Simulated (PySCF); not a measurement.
PySCF input (CCSD(T)/cc-pVDZ):

```python
from pyscf import gto, scf, mp, cc as ccmod

mol = gto.M(
    atom='''
    Al   -0.00224844    0.48080362    0.00489246
    F     1.43233011   -0.34050959   -0.00814095
    F    -1.42908236   -0.35398453    0.00107407
    ''',
    basis='cc-pvdz',
    charge=0,
    spin=1,
    verbose=4,
)

mf = scf.UHF(mol)
mf.conv_tol = 1e-10
mf.max_cycle = 100
mf.kernel()
mo, _, stable, _ = mf.stability(return_status=True)
if not stable:
    mf.kernel(mf.make_rdm1(mo, mf.mo_occ))
mp2 = mp.MP2(mf, frozen=7).run()
cc = ccmod.CCSD(mf, frozen=7)
cc.max_cycle = 100
cc.kernel()
et = cc.ccsd_t()
print(f'E(CCSD(T)) = {cc.e_tot + et:.9f}')
```

Output:

```
PySCF version 2.14.0

[INPUT] verbose = 4
[INPUT] num. atoms = 3
[INPUT] num. electrons = 31
[INPUT] charge = 0
[INPUT] spin (= nelec alpha-beta = 2S) = 1
[INPUT] symmetry False subgroup None
[INPUT] Mole.unit = angstrom
[INPUT] Symbol           X                Y                Z      unit          X                Y                Z       unit  Magmom
[INPUT]  1 Al    -0.002248440000   0.480803620000   0.004892460000 AA   -0.004248935808   0.908587161499   0.009245409475 Bohr   0.0
[INPUT]  2 F      1.432330110000  -0.340509590000  -0.008140950000 AA    2.706711627868  -0.643469867888  -0.015384165894 Bohr   0.0
[INPUT]  3 F     -1.429082360000  -0.353984530000   0.001074070000 AA   -2.700574269847  -0.668933814033   0.002029698139 Bohr   0.0

nuclear repulsion = 89.8857446048078
number of shells = 15
number of NR pGTOs = 93
number of NR cGTOs = 46
basis = cc-pvdz
ecp = {}

******** <class 'pyscf.scf.uhf.UHF'> ********
method = UHF
initial guess = minao
damping factor = 0
level_shift factor = 0
DIIS = <class 'pyscf.scf.diis.CDIIS'>
diis_start_cycle = 1
diis_space = 8
diis_damp = 0
SCF conv_tol = 1e-10
SCF conv_tol_grad = None
SCF max_cycles = 100
direct_scf = True
direct_scf_tol = 1e-13
number electrons alpha = 16  beta = 15
Set gradient conv threshold to 1e-05
init E= -440.706359455851
  alpha nocc = 16  HOMO = -0.194699507355008  LUMO = 0.0410475811676672
  beta  nocc = 15  HOMO = -0.682146670412542  LUMO = -0.194699507355008

WARN: HOMO -0.194699507355008 >= LUMO -0.194699507355008

cycle= 1 E= -440.803678121454  delta_E= -0.0973  |g|= 0.49  |ddm|= 0.999
  alpha nocc = 16  HOMO = -0.353318885611444  LUMO = 0.0741170118301424
  beta  nocc = 15  HOMO = -0.500481026048468  LUMO = -0.0337327457197514
  HOMO = -0.353318885611  LUMO = -0.0337327457198  gap/eV = 8.69638
cycle= 2 E= -440.874749584158  delta_E= -0.0711  |g|= 0.333  |ddm|= 0.548
  alpha nocc = 16  HOMO = -0.361182578215443  LUMO = 0.0799591929201968
  beta  nocc = 15  HOMO = -0.613022349716686  LUMO = -0.0156790539362675
  HOMO = -0.361182578215  LUMO = -0.0156790539363  gap/eV = 9.40163
cycle= 3 E= -440.911034471647  delta_E= -0.0363  |g|= 0.0318  |ddm|= 0.175
  alpha nocc = 16  HOMO = -0.366065157375838  LUMO = 0.0852551800811785
  beta  nocc = 15  HOMO = -0.614226840063643  LUMO = 0.00296967261183845
  HOMO = -0.366065157376  LUMO = 0.00296967261184  gap/eV = 10.04195
cycle= 4 E= -440.913281791859  delta_E= -0.00225  |g|= 0.0113  |ddm|= 0.0887
  alpha nocc = 16  HOMO = -0.367984153340955  LUMO = 0.0845165995469479
  beta  nocc = 15  HOMO = -0.614770485072896  LUMO = 0.00543012349587269
  HOMO = -0.367984153341  LUMO = 0.00543012349587  gap/eV = 10.16112
cycle= 5 E= -440.913603780464  delta_E= -0.000322  |g|= 0.00398  |ddm|= 0.035
  alpha nocc = 16  HOMO = -0.367936684867764  LUMO = 0.0840253526483545
  beta  nocc = 15  HOMO = -0.614400337177612  LUMO = 0.00543811469973665
  HOMO = -0.367936684868  LUMO = 0.00543811469974  gap/eV = 10.16005
cycle= 6 E= -440.91363666986  delta_E= -3.29e-05  |g|= 0.00115  |ddm|= 0.0104
  alpha nocc = 16  HOMO = -0.368118679114022  LUMO = 0.0840453795541265
  beta  nocc = 15  HOMO = -0.614607243860172  LUMO = 0.00560046298288697
  HOMO = -0.368118679114  LUMO = 0.00560046298289  gap/eV = 10.16942
cycle= 7 E= -440.913638676495  delta_E= -2.01e-06  |g|= 0.000307  |ddm|= 0.00259
  alpha nocc = 16  HOMO = -0.368013556295597  LUMO = 0.084058385591784
  beta  nocc = 15  HOMO = -0.61462171527081  LUMO = 0.00554352759550891
  HOMO = -0.368013556296  LUMO = 0.00554352759551  gap/eV = 10.16501
cycle= 8 E= -440.913638832543  delta_E= -1.56e-07  |g|= 0.0001  |ddm|= 0.000676
  alpha nocc = 16  HOMO = -0.368041795359849  LUMO = 0.0840616667887426
  beta  nocc = 15  HOMO = -0.61464849197641  LUMO = 0.00554470402899554
  HOMO = -0.36804179536  LUMO = 0.005544704029  gap/eV = 10.16581
cycle= 9 E= -440.913638849574  delta_E= -1.7e-08  |g|= 3.39e-05  |ddm|= 0.000207
  alpha nocc = 16  HOMO = -0.368039150960201  LUMO = 0.0840621776934283
  beta  nocc = 15  HOMO = -0.614653953235086  LUMO = 0.00554419694313957
  HOMO = -0.36803915096  LUMO = 0.00554419694314  gap/eV = 10.16572
cycle= 10 E= -440.913638851324  delta_E= -1.75e-09  |g|= 1.05e-05  |ddm|= 6.34e-05
  alpha nocc = 16  HOMO = -0.368039014609652  LUMO = 0.084062198768609
  beta  nocc = 15  HOMO = -0.614656390140956  LUMO = 0.00554556022819597
  HOMO = -0.36803901461  LUMO = 0.0055455602282  gap/eV = 10.16575
cycle= 11 E= -440.913638851479  delta_E= -1.55e-10  |g|= 2.6e-06  |ddm|= 2e-05
  alpha nocc = 16  HOMO = -0.368038928306412  LUMO = 0.0840620615217604
  beta  nocc = 15  HOMO = -0.614657086759015  LUMO = 0.00554544598706563
  HOMO = -0.368038928306  LUMO = 0.00554544598707  gap/eV = 10.16575
cycle= 12 E= -440.913638851487  delta_E= -8.19e-12  |g|= 5.78e-07  |ddm|= 4.46e-06
  alpha nocc = 16  HOMO = -0.368038916607703  LUMO = 0.0840620353652088
  beta  nocc = 15  HOMO = -0.614657085008171  LUMO = 0.00554537942941113
  HOMO = -0.368038916608  LUMO = 0.00554537942941  gap/eV = 10.16575
Extra cycle  E= -440.913638851488  delta_E= -6.82e-13  |g|= 3.04e-07  |ddm|= 1.02e-06
converged SCF energy = -440.913638851488  <S^2> = 0.75157604  2S+1 = 2.0015754
uhf_internal: lowest eigs of H = [0.29868755 0.50533272 0.53272483]
<class 'pyscf.scf.uhf.UHF'> wavefunction is stable in the internal stability analysis

******** <class 'pyscf.mp.ump2.UMP2'> ********
nocc = (np.int64(9), np.int64(8)), nmo = (39, 39)
frozen orbitals 7
E(UMP2) = -441.332481196213  E_corr = -0.41884234472517
E(SCS-UMP2) = -441.315531643726  E_corr = -0.401892792238289
E_corr(same-spin) = -0.116213101652209
E_corr(oppo-spin) = -0.302629243072961

******** <class 'pyscf.cc.uccsd.UCCSD'> ********
CC2 = 0
CCSD nocc = (np.int64(9), np.int64(8)), nmo = (39, 39)
frozen orbitals 7
max_cycle = 100
direct = 0
conv_tol = 1e-07
conv_tol_normt = 1e-06
diis_space = 6
diis_start_cycle = 0
diis_start_energy_diff = 1e+09
Init t2, MP2 energy = -0.41884234086723
Init E_corr(UCCSD) = -0.418842340867301
cycle = 1  E_corr(UCCSD) = -0.410744724152482  dE = 0.00809761671  norm(t1,t2) = 0.0879447
cycle = 2  E_corr(UCCSD) = -0.420694907615329  dE = -0.00995018346  norm(t1,t2) = 0.0266428
cycle = 3  E_corr(UCCSD) = -0.420429521584187  dE = 0.000265386031  norm(t1,t2) = 0.0187689
cycle = 4  E_corr(UCCSD) = -0.422160105374175  dE = -0.00173058379  norm(t1,t2) = 0.00828133
cycle = 5  E_corr(UCCSD) = -0.422150774237144  dE = 9.33113703e-06  norm(t1,t2) = 0.00176717
cycle = 6  E_corr(UCCSD) = -0.422035733825772  dE = 0.000115040411  norm(t1,t2) = 0.00081544
cycle = 7  E_corr(UCCSD) = -0.422046054898405  dE = -1.03210726e-05  norm(t1,t2) = 0.000228362
cycle = 8  E_corr(UCCSD) = -0.422052914564709  dE = -6.8596663e-06  norm(t1,t2) = 9.51419e-05
cycle = 9  E_corr(UCCSD) = -0.42205510924389  dE = -2.19467918e-06  norm(t1,t2) = 4.16723e-05
cycle = 10  E_corr(UCCSD) = -0.422054331298864  dE = 7.77945027e-07  norm(t1,t2) = 1.33069e-05
cycle = 11  E_corr(UCCSD) = -0.422054204653599  dE = 1.26645264e-07  norm(t1,t2) = 4.35657e-06
cycle = 12  E_corr(UCCSD) = -0.42205408861551  dE = 1.1603809e-07  norm(t1,t2) = 1.81907e-06
cycle = 13  E_corr(UCCSD) = -0.422054051362942  dE = 3.72525679e-08  norm(t1,t2) = 7.36514e-07
UCCSD converged
E(UCCSD) = -441.335692902851  E_corr = -0.422054051362942
UCCSD(T) correction = -0.00667253958257874
E(CCSD(T)) = -441.342365442
```

It need not be the lowest isomer of its formula.
